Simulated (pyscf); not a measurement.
PySCF, gas phase, ωB97X-D3(BJ)/def2-SVP geometries.

HO–BiH–OH (SMILES [OH][BiH][OH]) + H₂O (SMILES O) -> HO–Bi(OH)–OH (SMILES [OH][Bi]([OH])[OH]) + H₂ (SMILES [H][H])
Surface: singlet. Broken: Bi–H, H–O. Formed: Bi–O, H–H. Give ΔE‡ and ΔE from ωB97M-D3(BJ)/def2-TZVP, relative to the separated reactants.

ΔE‡ = 1.07 eV, ΔE = -0.33 eV. Zero-point energy shifts the barrier by -0.03 eV. It is a four-centre exchange, with an imaginary mode of 1281i cm⁻¹. On the reactant side the descent ends in a bound adduct (not fully relaxed), 0.50 eV under the separated species and 1.48 eV under the saddle at ωB97X-D3(BJ)/def2-TZVP. At the saddle there is also a short Bi–H contact that neither side keeps. One saddle was located; it need not be the lowest between these sides. Elements past Kr carry the def2 core potentials, without spin-orbit coupling.
